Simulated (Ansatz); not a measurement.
# BSiCl (quintet): from Hartree-Fock to the top rungs, cc-pVDZ

One table from this session's results is given with a row withheld; the runs are named, their logs left out.

Program: Ansatz 0.2.0, Gaussian basis. Level of theory: cc-pVDZ, core rule «outside noble gas», up to 11 orbitals frozen. These are calculated values, not measurements.

To be run: UHF; CCSD(T) on ROHF; CCSD(T) on UHF; BCCD(T) on ROHF; CISD as a restricted active space (open shells left free, so some higher excitations enter); CCSDT(Q) on ROHF; CCSDT(Q) on UHF; CASSCF and MRCISD+Q, 12 electrons in 11 orbitals; CASSCF and NEVPT2, 12 electrons in 11 orbitals.

25 further runs of the same task are left out: 10 that didn't finish, 15 set aside as unsound or not needed. Runs told in other sessions of the task aren't counted.

### What is computed

The geometry is a PBE0/def2-TZVP stationary point (not a proven minimum) of the parent state, kept for this charge and spin.

3 atoms, charge 0, spin multiplicity 5.

Atoms are counted from 1 here; the program's logs count them from 0.

Bond lengths: B1–Si2 1.881 Å, B1–Cl3 1.690 Å. Angles: Si2–B1–Cl3 180.0°.

As a file:

```xyz
3

B     0.0000    0.0000    0.0637
Si    0.0000    0.0000   -1.8172
Cl    0.0000    0.0000    1.7535
```

Set-up of the first run:

The input, in.yaml:

```yaml
crystal:
  periodic: [false, false, false]
  atoms:
    - {symbol: B, position_ang: [0.000000, 0.000000, 0.063696]}
    - {symbol: Si, position_ang: [0.000000, 0.000000, -1.817242]}
    - {symbol: Cl, position_ang: [0.000000, 0.000000, 1.753546]}
basis:
  gaussian: {orbitals: cc-pVDZ}
magnetization: {spin_polarized: true, initial_magnetization: 4}
hamiltonian: {xc: hf}
output: {orbitals: {seedname: orbitals}}
```

On the command line:

```
> ansatz run in.yaml --threads 1 --pin off --events-out ev --progress --plain --max-ram 2393MiB
```

Among the steps run: UHF; CCSD(T) on ROHF; CCSD(T) on UHF; BCCD(T) on ROHF; CISD as a restricted active space (open shells left free, so some higher excitations enter); CCSDT(Q) on ROHF; CCSDT(Q) on UHF; CASSCF and MRCISD+Q, 12 electrons in 11 orbitals; CASSCF and NEVPT2, 12 electrons in 11 orbitals.

One table of the session follows, with a row left open; its other results are not shown here.

```
          method  from UCCSDT(Q) (kJ/mol)
            ROHF                   +734.6
             UHF                   +722.4
            RMP2                   +111.4
            UMP2                   +113.4
            CISD                    +89.7
           RCCSD                    +27.4
           UCCSD                    +27.1
        RCCSD(T)                     +5.0
        UCCSD(T)                     +5.1
         BCCD(T)                     +5.0
          RCCSDT                     +1.8
          UCCSDT                     +1.7
       RCCSDT(Q)                        ?
       UCCSDT(Q)                        0
  CASSCF valence                   +593.9
  NEVPT2 valence                   +119.1
  MRCISD valence                    +60.8
MRCISD+Q valence                     +9.7
```

Q: Estimate the row for RCCSDT(Q) from the others.

As computed: from UCCSDT(Q) (kJ/mol): +0.2. In the column «from UCCSDT(Q) (kJ/mol)» it lies between UCCSDT(Q) (0) and UCCSDT (+1.7).

Limits of these values: Restricted and unrestricted rows rest on different reference determinants; a gap between their highest levels can come from leftover correlation error, from unlike frozen cores or from another state.
